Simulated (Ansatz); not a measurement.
**AlH2ClO (SMILES [OH][AlH][Cl]) at 5 levels**

Aim: a comparison of 5 runs (UHF/STO-3G, HSE06/STO-3G, UB3LYP/STO-3G, wB97M-V/STO-3G, CCSDTQ/STO-3G) of AlH2ClO. 

Program for the calculation: Ansatz 0.2.0.

77 further runs of the same task are left out: 5 that didn't finish, 72 set aside as unsound or not needed.

## (1) Starting point

AlH2ClO: 5 atoms, total charge 0, spin state singlet. As SMILES, `[OH][AlH][Cl]`. The Cl3–Al2 distance was set to 4.192 Å, away from the relaxed value. At this shape a bond of the SMILES string is far longer than usual.

Bond lengths: O1–Al2 1.684 Å, O1–H4 0.956 Å, Al2–H5 1.563 Å. Angles: O1–Al2–H5 119.3°, Al2–O1–H4 124.3°.

## (2) A single-point energy at UHF/STO-3G (run 1)

The input, run.yaml:

```yaml
crystal:
  periodic: [false, false, false]
  atoms:
    - {symbol: O, position_ang: [-1.794016, 2.281244, -1.039712]}
    - {symbol: Al, position_ang: [-0.252916, 2.095244, -0.387812]}
    - {symbol: Cl, position_ang: [1.114900, -1.725400, 0.662800]}
    - {symbol: H, position_ang: [-2.403416, 1.561244, -1.194812]}
    - {symbol: H, position_ang: [0.649584, 3.355344, -0.183112]}
basis:
  gaussian:
    orbitals: STO-3G
magnetization:
  spin_polarized: true
hamiltonian:
  xc: hf
accuracy: high
```

The run is started by

```
ansatz run run.yaml --threads 1 --pin off --max-ram 2610MiB --events-out events.jsonl --progress --plain --runs-dir runs
```

The log of the run:

```text
Warning: RAYON_NUM_THREADS=1 ignored (pool sized by the plan → 1); use --threads N
Functional definition: HF
  name "HF"
  exchange = exact_x
  correlation = 0
411 factors; integrals over basis functions are off by at most 2.3e-8 eV
mean field evaluation 1: about -20908.5469 eV, gradient 1.6e1 eV
mean field evaluation 2: about -20908.5645 eV, gradient 1.7e1 eV
mean field evaluation 4: about -20910.7789 eV, gradient 1.4e0 eV
mean field evaluation 8: about -20910.8768 eV, gradient 1.2e-2 eV
mean field evaluation 16: about -20910.8768 eV, gradient 7.2e-5 eV
mean field evaluation 32: about -20912.0792 eV, gradient 2.5e-2 eV
mean field evaluation 64: about -20912.0758 eV, gradient 8.3e-3 eV
mean field evaluation 96: about -20912.0703 eV, gradient 2.2e-2 eV
mean field evaluation 128: about -20912.0704 eV, gradient 3.4e-2 eV
mean field evaluation 160: about -20911.6545 eV, gradient 4.4e0 eV
mean field evaluation 192: about -20910.8768 eV, gradient 1.4e-5 eV
mean field -20912.07994649 eV, -768.5047633166 hartree, gradient 9.0e-9 eV, S^2 0.993716; 5 other end points of the search recorded, 0 dependent functions left out
reference -20912.07994649 eV, -768.5047633166 hartree; 20, 20 occupied and 5, 5 virtual orbitals, 411 factors
Total energy: -20912.07994649 eV, -768.5047633166 hartree
```

Wall time 0.24 s (1 thread of AMD EPYC 9R45 (Zen 5), shared host).

## (3) The energy at HSE06/STO-3G (run 2)

The input, input.yaml:

```yaml
crystal:
  periodic: [false, false, false]
  atoms:
    - {symbol: O, position_ang: [-1.794016, 2.281244, -1.039712]}
    - {symbol: Al, position_ang: [-0.252916, 2.095244, -0.387812]}
    - {symbol: Cl, position_ang: [1.114900, -1.725400, 0.662800]}
    - {symbol: H, position_ang: [-2.403416, 1.561244, -1.194812]}
    - {symbol: H, position_ang: [0.649584, 3.355344, -0.183112]}
basis:
  gaussian:
    orbitals: STO-3G
accuracy: high
hamiltonian:
  xc: {name: HSE06}
```

The run is started by

```
ansatz run input.yaml --threads 1 --pin off --max-ram 2610MiB --events-out events.jsonl --progress --plain --runs-dir runs
```

The log of the run:

```text
Warning: RAYON_NUM_THREADS=1 ignored (pool sized by the plan → 1); use --threads N
Functional definition: HSE06
  name "HSE06"
  parameter a = 0.25
  parameter omega = 0.11/bohr
  exchange = pbe_x - a*pbe_x_sr(omega) + a*exact_x_sr(omega)
  correlation = pbe_c
411 factors; integrals over basis functions are off by at most 2.3e-8 eV
77 factors; integrals over basis functions are off by at most 1.2e-9 eV
mean field evaluation 1: about -20938.2659 eV, gradient 2.7e1 eV
mean field evaluation 2: about -20826.9056 eV, gradient 4.0e1 eV
mean field evaluation 4: about -20940.8168 eV, gradient 7.5e0 eV
mean field evaluation 8: about -20942.4596 eV, gradient 3.3e0 eV
mean field evaluation 16: about -20942.5869 eV, gradient 1.4e-8 eV
mean field evaluation 32: about -20942.5732 eV, gradient 2.7e-1 eV
mean field -20942.58692538 eV, -769.6258741125 hartree, gradient 2.8e-8 eV, S^2 0.000000; 2 other end points of the search recorded, 0 dependent functions left out
reference -20942.58692764 eV, -769.6258741956 hartree; 20, 20 occupied and 5, 5 virtual orbitals, 411 factors
Total energy: -20942.58692764 eV, -769.6258741956 hartree
```

Run time: 0.66 s. Hardware: 1 thread of AMD EPYC 9R45 (Zen 5), shared host.

Runs 3 to 4 aren't shown in full; the table further down has their settings and results.

## (4) The energy at CCSDTQ/STO-3G (run 5)

The input, job.yaml:

```yaml
basis:
  gaussian:
    orbitals: STO-3G
crystal:
  periodic: [false, false, false]
  atoms:
    - {symbol: O, position_ang: [-1.794016, 2.281244, -1.039712]}
    - {symbol: Al, position_ang: [-0.252916, 2.095244, -0.387812]}
    - {symbol: Cl, position_ang: [1.114900, -1.725400, 0.662800]}
    - {symbol: H, position_ang: [-2.403416, 1.561244, -1.194812]}
    - {symbol: H, position_ang: [0.649584, 3.355344, -0.183112]}
scf:
  omitted_lower_state_checks: [cluster_reference, increment]
correlation:
  method: ccsdtq
  frozen_orbitals: {Al: 5, Cl: 5, H: 0, O: 1}
total_charge: 0
accuracy: high
```

The run is started by

```
ansatz run job.yaml --threads 1 --pin off --max-ram 2610MiB --events-out events.jsonl --progress --plain --runs-dir runs
```

The log of the run:

```text
Warning: RAYON_NUM_THREADS=1 ignored (pool sized by the plan → 1); use --threads N
[... 12 lines left out ...]
11 core orbitals not correlated: weight in the atoms' cores, before any rotation towards them, 1.000 or more for the frozen orbitals, at most 0.000 for the correlated occupied ones
[... 105 lines left out ...]
WARN: these amplitudes may be one of several solutions (largest doubles amplitude 0.99, level shift 0.31 eV)
Total energy: -20914.24543246 eV, -768.5843434582 hartree
Checks for a lower state left out: cluster_reference, increment
```

Run time: 13 s. Hardware: 1 thread of AMD EPYC 9R45 (Zen 5), shared host; peak memory 0.17 GiB.

## (5) The series

```csv
run,level,frozen core orbitals,energy (Eh),wall time
1,UHF/STO-3G,–,-768.504763,0.24 s
2,HSE06/STO-3G,–,-769.625874,0.66 s
3,UB3LYP/STO-3G,–,-769.973591,2 s
4,wB97M-V/STO-3G,–,-770.004953,8.7 s
5,CCSDTQ/STO-3G,11,-768.584343,13 s
```

## (6) Results

```
                                           quantity          value
                                run 5: total energy  -768.58434 Eh
run 5: correlation energy (11 core orbitals frozen)     -123.8 mEh
                               run 5: T1 diagnostic          0.164
```

In words: Totals of different functionals can't be ranked against each other. In run 5 the log says that unrestricted orbitals would lower the reference, so the values rest on an unstable closed-shell determinant (other closed-shell runs at this shape may share the fault). In runs 1, 2, 3, 4, 5 the basis is minimal, so the values are rough. Spin contamination of the reference: run 1 ⟨S²⟩ = 0.99, run 3 ⟨S²⟩ = 0.51. Where it is this large, the reference is a mixture of spin states, and values that rest on it are in doubt. All runs together took 24 s, the longest 13 s.
